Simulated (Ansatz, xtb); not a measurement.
C3H5F2N: which of two isomers lies lower

Structure a: `C=NCC(F)F`, a singlet. Structure b: `[H]/N=C(\C)C(F)F`, a singlet. Both are isolated molecules in the gas phase, relaxed with r2SCAN-D4/def2-SVP; the shapes shown needn't be the lowest conformers.

a (Å):

```xyz
11

C    -1.4667    1.7656   -0.7621
C     0.2165    0.6525    0.3835
C     1.3417   -0.0357   -0.3619
F     0.8509   -0.6154   -1.4895
F     1.8577   -1.0210    0.4205
N    -0.2574    1.7737   -0.3850
H    -1.8485    2.6026   -1.3660
H    -2.1808    0.9515   -0.5145
H    -0.5550   -0.1159    0.6054
H     0.6350    1.0162    1.3378
H     2.1520    0.6568   -0.6517
```

b (Å):

```xyz
11

C    -1.7360    1.2720   -0.9124
C    -0.2938    0.8840   -1.0497
C     0.3289    0.2895    0.1962
F    -0.3705   -0.8200    0.5667
F     0.2325    1.1830    1.2209
N     0.4675    0.9878   -2.0653
H    -1.8486    2.0070   -0.0992
H    -2.1304    1.6955   -1.8467
H    -2.3337    0.3915   -0.6267
H    -0.0482    1.4012   -2.8532
H     1.3868    0.0232    0.0363
```

Which of the two would you expect CCSD(T)/def2-SVP + ΔMP2/def2-TZVPP electronic energies to favour?

Structure b; the calculation gives E(b) − E(a) = −39.4 kJ/mol.

Level by level:

```
                             level            geometry  E(b) − E(a) (kJ/mol)  departure from the last row (kJ/mol)  job, with rough time for the two
                          GFN2-xTB            GFN2-xTB                   −12.5                                 +26.9              optimisation, 0.22 s
                         HF/STO-3G            GFN2-xTB                   −25.6                                 +13.8              single point, 0.52 s
      r2SCAN-D4/def2-SVP//GFN2-xTB            GFN2-xTB                   −45.4                                  −6.0               single point, 3.6 s
                r2SCAN-D4/def2-SVP  r2SCAN-D4/def2-SVP                   −44.3                                  −4.9                optimisation, 38 s
                       HF/def2-SVP  r2SCAN-D4/def2-SVP                   −35.7                                  +3.7           part of the CCSD(T) run
                      MP2/def2-SVP  r2SCAN-D4/def2-SVP                   −42.8                                  −3.4           part of the CCSD(T) run
                  CCSD(T)/def2-SVP  r2SCAN-D4/def2-SVP                   −39.7                                  −0.3                      single point
CCSD(T)/def2-SVP + ΔMP2/def2-TZVPP  r2SCAN-D4/def2-SVP                   −39.4                                                      single point, 48 s
```

As drawn, b has 1 N–H, 1 C–C in place of 1 C–N, 1 C–H.

The levels shown agree on the order. The largest departure from CCSD(T)/def2-SVP + ΔMP2/def2-TZVPP is that of GFN2-xTB, 26.9 kJ/mol. The last row adds to CCSD(T) the change of the MP2 difference between the two basis sets, here +0.3 kJ/mol.

With harmonic frequencies from r2SCAN-D4/def2-SVP (ideal gas, rigid rotor, one conformer each, 298.15 K, 1 atm): on the last row, ΔE + ΔZPE = −39.1, ΔH = −38.4, ΔG = −39.4 kJ/mol.

The correlated steps freeze 6 core orbitals. Mirror images aren't counted in ΔG. Programs: Ansatz 0.2.0, xtb 6.7.1; the last row on 2 threads of Intel(R) Xeon(R) Processor @ 2.70GHz on a shared host.
